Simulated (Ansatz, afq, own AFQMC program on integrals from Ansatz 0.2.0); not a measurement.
## Atomization energy of BHS2, singlet

```yaml
atoms:
  - { symbol: S, position_ang: [0.0000, -0.2901, 2.1210] }
  - { symbol: B, position_ang: [0.0000, -0.2975, 0.5119] }
  - { symbol: S, position_ang: [0.0000, -0.3755, -1.2439] }
  - { symbol: H, position_ang: [0.0000, 0.9631, -1.3890] }
```

Connectivity, by distances: S–B–SH.

Atoms in their ground-state spins without spin–orbit coupling (mostly on UHF) minus the molecule (RHF), without zero-point energy. The geometry is a stationary point, not shown to be a minimum.

Basis cc-pVDZ. Noble-gas cores (and the filled d shells of Ga–Kr and In–Xe) are frozen. AFQMC by an in-house program on the Cholesky factors that Ansatz 0.2.0 writes for its CCSD(T) run. The CISD trial takes its coefficients from CCSD amplitudes. Released means that phaseless walkers are propagated on without the constraint, phases kept. Error bars are statistical, one sigma. The errors of all members are added in quadrature.

No full CI on the walks' own integrals is used here; CCSDT(Q) serves as the reference and is uncertain by about the last step of the cluster series. Each member takes its own surest rung, up to full CI.

Errors are counted within cc-pVDZ, not against nature.

Cautions: other spins of the molecule weren't checked.

| level | atomization energy (kJ/mol) |
| --- | --- |
| HF | 944.8 |
| CCSD | 1213.7 |

(1) From these cheaper values, estimate the atomization energy at the reference level in cc-pVDZ.

(1) 1247.8 kJ/mol (CCSDT(Q) in cc-pVDZ).

```json
{"level": "MP2", "atomization energy (kJ/mol)": "1294.5", "error against CCSDT(Q) (kJ/mol)": "46.7"}
{"level": "CCSD(T)", "atomization energy (kJ/mol)": "1245.2", "error against CCSDT(Q) (kJ/mol)": "-2.6"}
{"level": "ph-AFQMC/HF", "atomization energy (kJ/mol)": "1289.6 ± 9.0", "error against CCSDT(Q) (kJ/mol)": "41.8 ± 9.0"}
```

Correlation beyond CCSD(T) adds 2.6 kJ/mol. The perturbative (T) step is worth +31.5 kJ/mol.
